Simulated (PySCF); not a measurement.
Species: C4H6O2.
Numbering: `[O:1]=[C:2]([OH:3])[CH:4]1[CH2:5][CH2:6]1` (hydrogens: H7 on O3; H8 on C4; H9, H10 on C5; H11, H12 on C6)

Method: PySCF 2.14.0, PBE0-D3(BJ)/def2-SVP geometry optimisation, gas phase.

Task: List the bond lengths, angles and torsions at this level.

Result: 
```csv
bond,length (bohr)
O1=C2,2.274
C2–O3,2.544
C2–C4,2.798
"C4–C5, C4–C6",2.855
C5–C6,2.806
O3–H7,1.831
C4–H8,2.062
"C5–H9, C6–H12",2.065
"C5–H10, C6–H11",2.064
```

Bonds in one row agree within 0.02 bohr and their mean is given. A selection of angles:
```csv
angle,degrees
O1–C2–O3,122.2
O1–C2–C4,124.7
O3–C2–C4,113.0
C2–O3–H7,106.1
C2–C4–C5,120.3
C2–C4–H8,111.8
C5–C4–C6,58.9
C5–C4–H8,118.2
C4–C5–C6,60.6
C4–C5–H9,116.6
C4–C5–H10,116.8
C6–C5–H9,118.9
C6–C5–H10,117.9
H9–C5–H10,115.2
```

Torsions: O1–C2–C4–C5 -146° (anticlinal); C2–C4–C5–C6 -109° (anticlinal); C2–C4–C6–C5 109° (anticlinal); H7–O3–C2–O1 0° (synperiplanar).

Of the pairs four or more bonds apart, O3···H10 is among the closest relative to their van der Waals radii: 2.58 Å, 95 % of the sum of Bondi's values. The C–O distances run from 1.203 Å (O1=C2, drawn double) to 1.346 Å (C2–O3, drawn single), a spread of 0.143 Å. The 4 C–C bonds span 1.480 Å (C2–C4, drawn single) to 1.511 Å (C4–C6, drawn single), a spread of 0.031 Å. The 3-membered ring C4–C5–C6 has internal angles of 58.9° to 60.6°.

Point group: Cs (tolerance 0.08 Å). No PBE0-D3(BJ)/def2-SVP frequencies stand behind this structure, so it isn't proved a minimum. The numbers are those of one conformer (O1–C2–O3–H 0°, O1–C2–C4–C5 -146°).

Hardware: an Arm Neoverse V1 with one thread, on a shared host. Cost: 60 s of wall time. This is the geometry optimisation.
